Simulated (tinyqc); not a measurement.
RHF in the sto-3g basis, for H3O+, spin multiplicity 1, step by step. One step of it, computed by the program tinyqc.

Problem. Iteration 11 (converged): orbitals. Diagonalise F' = X^T F X, C = X C', fill 5 alpha and 5 beta electrons from the bottom; D = 2 C_occ C_occ^T. Each column has its largest component positive (the first on a tie).

converged F (hartree):
```
             1O 1s      1O 2s     1O 2px     1O 2py     1O 2pz      2H 1s      3H 1s      4H 1s
1O 1s   -20.806931  -5.297627  -0.000013   0.000000   0.007827  -1.042044  -1.040329  -1.040329
1O 2s    -5.297627  -2.935666  -0.000160   0.000000   0.036601  -1.104124  -1.102884  -1.102884
1O 2px   -0.000013  -0.000160  -0.857844   0.000000   0.000026  -0.622309   0.311045   0.311045
1O 2py    0.000000   0.000000   0.000000  -0.857568   0.000000   0.000000  -0.538580   0.538580
1O 2pz    0.007827   0.036601   0.000026   0.000000  -0.871597   0.086042   0.085940   0.085940
2H 1s    -1.042044  -1.104124  -0.622309   0.000000   0.086042  -0.804152  -0.329636  -0.329636
3H 1s    -1.040329  -1.102884   0.311045  -0.538580   0.085940  -0.329636  -0.803317  -0.329346
4H 1s    -1.040329  -1.102884   0.311045   0.538580   0.085940  -0.329636  -0.329346  -0.803317
```

X:
```
            1O 1s      1O 2s     1O 2px     1O 2py     1O 2pz      2H 1s      3H 1s      4H 1s
1O 1s    1.024787  -0.147406  -0.000010   0.000000   0.002310   0.019553   0.019535   0.019535
1O 2s   -0.147406   1.274101   0.000157   0.000000  -0.023669  -0.245826  -0.245397  -0.245397
1O 2px  -0.000010   0.000157   1.107961   0.000000  -0.000018  -0.251039   0.125424   0.125424
1O 2py   0.000000   0.000000   0.000000   1.107770   0.000000   0.000000  -0.217122   0.217122
1O 2pz   0.002310  -0.023669  -0.000018   0.000000   1.002222   0.023164   0.023112   0.023112
2H 1s    0.019553  -0.245826  -0.251039   0.000000   0.023164   1.168726  -0.057882  -0.057882
3H 1s    0.019535  -0.245397   0.125424  -0.217122   0.023112  -0.057882   1.168341  -0.057832
4H 1s    0.019535  -0.245397   0.125424   0.217122   0.023112  -0.057882  -0.057832   1.168341
```

Give: F' = X^T F X; orbital energies; coefficients C; D after iteration 11.

Solution.

F' = X^T F X (hartree):
```
         1       2       3       4       5       6       7       8
1  -20.422  -2.724   0.000   0.000   0.013  -0.142  -0.141  -0.141
2   -2.724  -1.647   0.000   0.000  -0.015  -0.472  -0.472  -0.472
3    0.000   0.000  -0.579   0.000   0.000  -0.520   0.260   0.260
4    0.000   0.000   0.000  -0.579   0.000   0.000  -0.450   0.450
5    0.013  -0.015   0.000   0.000  -0.865   0.056   0.056   0.056
6   -0.142  -0.472  -0.520   0.000   0.056  -0.290  -0.070  -0.070
7   -0.141  -0.472   0.260  -0.450   0.056  -0.070  -0.290  -0.070
8   -0.141  -0.472   0.260   0.450   0.056  -0.070  -0.070  -0.290
```

orbital energies (hartree): MO1 -20.816, MO2 -1.724, MO3 -1.061, MO4 -1.060, MO5 -0.873, MO6 0.047, MO7 0.262, MO8 0.262

coefficients C:
```
           MO1     MO2     MO3     MO4     MO5     MO6     MO7     MO8
1O 1s    0.994  -0.241   0.000   0.000  -0.023  -0.162   0.000   0.000
1O 2s    0.027   0.881   0.000   0.000   0.115   1.018   0.000  -0.002
1O 2px   0.000   0.000   0.698   0.000   0.000  -0.001   0.000  -0.914
1O 2py   0.000   0.000   0.000   0.698   0.000   0.000   0.913   0.000
1O 2pz  -0.001  -0.041   0.000   0.000   0.992  -0.147   0.000   0.000
2H 1s   -0.005   0.101   0.404   0.000  -0.038  -0.646   0.000   0.951
3H 1s   -0.005   0.101  -0.202   0.350  -0.038  -0.648  -0.822  -0.474
4H 1s   -0.005   0.101  -0.202  -0.350  -0.038  -0.648   0.822  -0.474
```

D after iteration 11:
```
         1O 1s   1O 2s  1O 2px  1O 2py  1O 2pz   2H 1s   3H 1s   4H 1s
1O 1s    2.094  -0.376   0.000   0.000  -0.029  -0.056  -0.056  -0.056
1O 2s   -0.376   1.579   0.000   0.000   0.156   0.169   0.169   0.169
1O 2px   0.000   0.000   0.974   0.000   0.000   0.564  -0.282  -0.282
1O 2py   0.000   0.000   0.000   0.974   0.000   0.000   0.489  -0.489
1O 2pz  -0.029   0.156   0.000   0.000   1.970  -0.083  -0.083  -0.083
2H 1s   -0.056   0.169   0.564   0.000  -0.083   0.350  -0.140  -0.140
3H 1s   -0.056   0.169  -0.282   0.489  -0.083  -0.140   0.350  -0.140
4H 1s   -0.056   0.169  -0.282  -0.489  -0.083  -0.140  -0.140   0.350
```
